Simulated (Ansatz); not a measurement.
# BFHN (SMILES N=BF): one structure at several levels

The atoms stand at a structure displaced at random from a GFN2-xTB minimum. How far do the functionals agree with CCSD(T) there?

Method: single points in def2-TZVPP; program: Ansatz 0.2.0, Gaussian basis.

Correlated methods freeze the cores.

### 1 Starting geometry

SMILES `N=BF`, 4 atoms, charge 0, spin multiplicity 1.

Atoms are counted from 1 here; the program's logs count them from 0.

Bond lengths: N1–B2 1.346 Å, N1–H4 1.145 Å, B2–F3 1.300 Å. Angles: B2–N1–H4 160.9°, N1–B2–F3 162.8°.

Geometry (Å):

```
atom    x (Å)    y (Å)    z (Å)
  N1   0.6355  -0.2442  -0.2307
  B2  -0.5692   0.2270   0.1418
  F3  -1.8302   0.3082   0.4493
  H4   1.7664  -0.4175  -0.2621
```

### 2 CCSD(T)/def2-TZVPP

The input, run/in.yaml:

```yaml
crystal:
  periodic: [false, false, false]
  atoms:
    - {symbol: N, position_ang: [0.635500, -0.244200, -0.230700]}
    - {symbol: B, position_ang: [-0.569200, 0.227000, 0.141800]}
    - {symbol: F, position_ang: [-1.830200, 0.308200, 0.449300]}
    - {symbol: H, position_ang: [1.766400, -0.417500, -0.262100]}
basis:
  gaussian: {orbitals: def2-TZVPP}
correlation: {method: ccsd_t}
output: {forces: true}
```

No record of the launch command was kept for these runs.

### 3 PBE0-D4/def2-TZVPP

Changes to run/in.yaml since step 2:

```diff
@@ -9,3 +9,3 @@
   gaussian: {orbitals: def2-TZVPP}
-correlation: {method: ccsd_t}
-output: {forces: true}
+hamiltonian: {xc: pbe0, dispersion: d4}
+output: {forces: true, orbitals: {seedname: orbitals}}
```

### 4 wB97M-V/def2-TZVPP

Changes to run/in.yaml since step 3:

```diff
@@ -9,3 +9,3 @@
   gaussian: {orbitals: def2-TZVPP}
-hamiltonian: {xc: pbe0, dispersion: d4}
-output: {forces: true, orbitals: {seedname: orbitals}}
+hamiltonian: {xc: {name: wB97M-V}}
+output: {forces: true}
```

### 5 r2SCAN-D4/def2-TZVPP

Changes to run/in.yaml since step 4:

```diff
@@ -9,3 +9,3 @@
   gaussian: {orbitals: def2-TZVPP}
-hamiltonian: {xc: {name: wB97M-V}}
+hamiltonian: {xc: r2scan, dispersion: d4}
 output: {forces: true}
```

### 6 PBE-D4/def2-TZVPP

Changes to run/in.yaml since step 5:

```diff
@@ -9,3 +9,3 @@
   gaussian: {orbitals: def2-TZVPP}
-hamiltonian: {xc: r2scan, dispersion: d4}
+hamiltonian: {xc: pbe, dispersion: d4}
 output: {forces: true}
```

### 7 LC-wPBE/def2-TZVPP

Changes to run/in.yaml since step 6:

```diff
@@ -9,3 +9,3 @@
   gaussian: {orbitals: def2-TZVPP}
-hamiltonian: {xc: pbe, dispersion: d4}
+hamiltonian: {xc: {name: LC-wPBE}}
 output: {forces: true}
```

### 8 BLYP-D4/def2-TZVPP

Changes to run/in.yaml since step 7:

```diff
@@ -9,3 +9,3 @@
   gaussian: {orbitals: def2-TZVPP}
-hamiltonian: {xc: {name: LC-wPBE}}
+hamiltonian: {xc: {name: BLYP}, dispersion: d4}
 output: {forces: true}
```

(Steps that only read results are left out.)

Q: Predict the outcome of this session. Wanted: energy less free atoms, CCSD(T)/def2-TZVPP; RMS force component; RMS force error; HOMO and LUMO, PBE0-D4; T1 diagnostic.

As calculated:

| quantity | value |
| --- | --- |
| energy less free atoms, CCSD(T)/def2-TZVPP | -364.3 kcal/mol |
| RMS force component | 2.199 to 2.552 eV/Å over the methods |
| RMS force error | PBE0-D4 0.248, wB97M-V 0.256, r2SCAN-D4 0.150, PBE-D4 0.122, LC-wPBE 0.401, BLYP-D4 0.164 eV/Å |
| HOMO and LUMO, PBE0-D4 | -7.89 and -0.66 eV |
| T1 diagnostic | 0.017 |

In words: Against CCSD(T) the functionals' energies less atoms differ by -35.2 to -14.6 kcal/mol, PBE-D4 by -35.2 kcal/mol. CCSD(T) in triple zeta still lacks some correlation energy of the bonds, so part of these gaps is its own basis error and they don't rank the functionals. The forces of PBE-D4 come nearest to CCSD(T), those of LC-wPBE are farthest. Frozen-core CCSD(T) forces in triple zeta carry basis errors of their own, and this is one geometry, so small gaps rank nothing.
